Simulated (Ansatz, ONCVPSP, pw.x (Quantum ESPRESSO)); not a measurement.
# What a changed setting does to a pw.x run (diamond Ge)

Potential: optimised norm-conserving Vanderbilt (ONCV), ONCVPSP 4.0.1.1 (patched build), PBE; core [Ar] 3d10, reference 4s2 4p2; waves: 4s: rc 1.55 bohr, ncon 4, nbas 8, qcut 4.3 1/bohr, 2 projectors, debl 2.7 Ha; 4p: rc 2.45 bohr, ncon 4, nbas 8, qcut 4.1 1/bohr, 3 projectors, debl 2.5 Ha; d scattering state at 0.2 Ha: rc 2.10 bohr, ncon 3, nbas 6, qcut 6.4 1/bohr, 1 projector; local part: polynomial inside 1.00 bohr (lpopt 5, dvloc0 0 Ha); core correction: none.

The reference run (k-mesh 8³, cutoffs 40/160 Ry, Fermi–Dirac 0.01 Ry, mixing_beta 0.4, conv_thr 1e-9, no spin) gives 0.22 GPa at 23.951 Å³/atom, where all-electron LAPW gives 0.00 GPa. This run, with its own iteration cap, changes k-mesh points per axis to 4.

```
&control
  calculation='scf', prefix='x', pseudo_dir='./', outdir='./tmp', tstress=.true., disk_io='none'
/
&system
  ibrav=0, nat=2, ntyp=1, ecutwfc=40, ecutrho=160, nbnd=11,
  occupations='smearing', smearing='fd', degauss=0.01
/
&electrons
  conv_thr=1e-09, mixing_beta=0.4, electron_maxstep=50
/
ATOMIC_SPECIES
Ge 1.0 Ge.UPF
CELL_PARAMETERS angstrom
  0.00000000 2.88253474 2.88253474
  2.88253474 0.00000000 2.88253474
  2.88253474 2.88253474 0.00000000
ATOMIC_POSITIONS crystal
Ge 0.0000 0.0000 0.0000
Ge 0.2500 0.2500 0.2500
K_POINTS automatic
4 4 4 0 0 0
```

```bash
pw.x < Ge.scf.in > Ge.scf.out
```

How does the run end?

It converges in 7 iterations; the free energy moves by +114.4 meV/atom and the pressure by +1.00 GPa.

```
Message from routine setup:
     using ibrav=0 with symmetry is DISCOURAGED, use correct ibrav instead
     lattice parameter (alat)  =       7.7035  a.u.
     unit-cell volume          =     323.2587 (a.u.)^3
     number of electrons       =         8.00
     number of Kohn-Sham states=           11
     kinetic-energy cutoff     =      40.0000  Ry
     charge density cutoff     =     160.0000  Ry
     scf convergence threshold =      1.0E-09
     Exchange-correlation= PBE
     number of k points=     8  Fermi-Dirac smearing, width (Ry)=  0.0100
     iteration #  1     ecut=    40.00 Ry     beta= 0.40
     total energy              =     -15.74192681 Ry
     estimated scf accuracy    <       0.03392885 Ry
     iteration #  2     ecut=    40.00 Ry     beta= 0.40
     total energy              =     -15.74106178 Ry
     estimated scf accuracy    <       0.01020077 Ry
     iteration #  3     ecut=    40.00 Ry     beta= 0.40
     total energy              =     -15.74149873 Ry
     estimated scf accuracy    <       0.00011942 Ry
     iteration #  4     ecut=    40.00 Ry     beta= 0.40
     total energy              =     -15.74152732 Ry
     estimated scf accuracy    <       0.00000162 Ry
     iteration #  5     ecut=    40.00 Ry     beta= 0.40
     total energy              =     -15.74152956 Ry
     estimated scf accuracy    <       0.00000017 Ry
     iteration #  6     ecut=    40.00 Ry     beta= 0.40
     total energy              =     -15.74152962 Ry
     estimated scf accuracy    <          2.9E-09 Ry
     iteration #  7     ecut=    40.00 Ry     beta= 0.40
     the Fermi energy is     5.1771 ev
!    total energy              =     -15.74152962 Ry
     estimated scf accuracy    <          1.4E-10 Ry
     smearing contrib. (-TS)   =      -0.00179318 Ry
     The total energy is F=E-TS. E is the sum of the following terms:
     one-electron contribution =       3.48858468 Ry
     hartree contribution      =       1.23180869 Ry
     xc contribution           =      -4.63755127 Ry
     ewald contribution        =     -15.82257855 Ry
     convergence has been achieved in   7 iterations
          total   stress  (Ry/bohr**3)                   (kbar)     P=       12.17
     Message from routine punch:
     Nothing written, as per user request (disk_io='none')
```

The run took about 2.6 s on one core of a shared host (Neoverse-N1, 64 threads, 124 GiB, load 57).
